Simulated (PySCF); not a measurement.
Species: C3H2N2.
Numbering: `[N:1]#[C:2][C@H:3]1[CH:4]=[N:5]1` (hydrogens: H6 on C3; H7 on C4)

The same species was optimised twice, with GFN2-xTB and with PBE0-D3(BJ)/def2-SVP (PySCF), and the same property calculations (PySCF, gas phase) were run on both structures.

```json
{"coordinate": "C4–H7 (Å)", "GFN2-xTB": "1.063", "PBE0-D3(BJ)/def2-SVP": "1.092", "change": "+0.029"}
{"coordinate": "C2–C3 (Å)", "GFN2-xTB": "1.423", "PBE0-D3(BJ)/def2-SVP": "1.444", "change": "+0.021"}
{"coordinate": "N1≡C2 (Å)", "GFN2-xTB": "1.144", "PBE0-D3(BJ)/def2-SVP": "1.158", "change": "+0.014"}
{"coordinate": "C3–C4 (Å)", "GFN2-xTB": "1.466", "PBE0-D3(BJ)/def2-SVP": "1.453", "change": "-0.013"}
{"coordinate": "C3–N5 (Å)", "GFN2-xTB": "1.512", "PBE0-D3(BJ)/def2-SVP": "1.524", "change": "+0.012"}
{"coordinate": "C3–H6 (Å)", "GFN2-xTB": "1.086", "PBE0-D3(BJ)/def2-SVP": "1.097", "change": "+0.011"}
{"coordinate": "C4=N5 (Å)", "GFN2-xTB": "1.244", "PBE0-D3(BJ)/def2-SVP": "1.247", "change": "+0.003"}
{"coordinate": "N5–C4–H7 (°)", "GFN2-xTB": "146.5", "PBE0-D3(BJ)/def2-SVP": "141.3", "change": "-5.2"}
{"coordinate": "C3–C4–H7 (°)", "GFN2-xTB": "146.3", "PBE0-D3(BJ)/def2-SVP": "150.5", "change": "+4.2"}
{"coordinate": "C2–C3–C4 (°)", "GFN2-xTB": "120.1", "PBE0-D3(BJ)/def2-SVP": "121.6", "change": "+1.5"}
{"coordinate": "C3–N5–C4 (°)", "GFN2-xTB": "63.4", "PBE0-D3(BJ)/def2-SVP": "62.3", "change": "-1.1"}
{"coordinate": "C3–C4–N5 (°)", "GFN2-xTB": "67.2", "PBE0-D3(BJ)/def2-SVP": "68.3", "change": "+1.1"}
{"coordinate": "C2–C3–H6 (°)", "GFN2-xTB": "115.2", "PBE0-D3(BJ)/def2-SVP": "114.3", "change": "-0.9"}
{"coordinate": "N5–C3–H6 (°)", "GFN2-xTB": "117.1", "PBE0-D3(BJ)/def2-SVP": "116.5", "change": "-0.6"}
{"coordinate": "C4–C3–H6 (°)", "GFN2-xTB": "120.2", "PBE0-D3(BJ)/def2-SVP": "120.6", "change": "+0.4"}
```

Rotational constants: A = 22643, B = 3628, C = 3564 MHz (GFN2-xTB) against A = 22771, B = 3539, C = 3478 MHz (PBE0-D3(BJ)/def2-SVP). Point groups within 0.08 Å: C1 and C1.

On the GFN2-xTB structure: HOMO (eV) -8.50 [PBE0/pcSseg-1]; LUMO (eV) -1.57 [PBE0/pcSseg-1]; dipole (D) 4.35 [PBE0/pcSseg-1]; GIAO shielding of N1 (ppm) -27.9 [PBE0/pcSseg-1]; GIAO shielding of C2 (ppm) 61.6 [PBE0/pcSseg-1]; GIAO shielding of C3 (ppm) 178.0 [PBE0/pcSseg-1]; GIAO shielding of C4 (ppm) 19.4 [PBE0/pcSseg-1]; GIAO shielding of N5 (ppm) -71.8 [PBE0/pcSseg-1].

What do these properties become on the PBE0-D3(BJ)/def2-SVP structure?

```csv
property,level,on GFN2-xTB,on PBE0-D3(BJ)/def2-SVP,change
HOMO (eV),PBE0/pcSseg-1,-8.50,-8.62,-0.12
LUMO (eV),PBE0/pcSseg-1,-1.57,-1.55,+0.02
dipole (D),PBE0/pcSseg-1,4.35,4.36,+0.01
"energy, GFN2-xTB geometry as zero (kcal/mol)",PBE0/pcSseg-1,0.0,-0.9,-0.9
GIAO shielding of N1 (ppm),PBE0/pcSseg-1,-27.9,-35.0,-7.1
GIAO shielding of C2 (ppm),PBE0/pcSseg-1,61.6,59.1,-2.5
GIAO shielding of C3 (ppm),PBE0/pcSseg-1,178.0,172.6,-5.4
GIAO shielding of C4 (ppm),PBE0/pcSseg-1,19.4,18.3,-1.1
GIAO shielding of N5 (ppm),PBE0/pcSseg-1,-71.8,-78.7,-6.9
```

The heavy atoms differ by 0.022 Å rms after alignment. Among all bonds C4–H7 changes most (+0.029 Å). Changes are differences of the printed values. Neither structure is proved a minimum here.
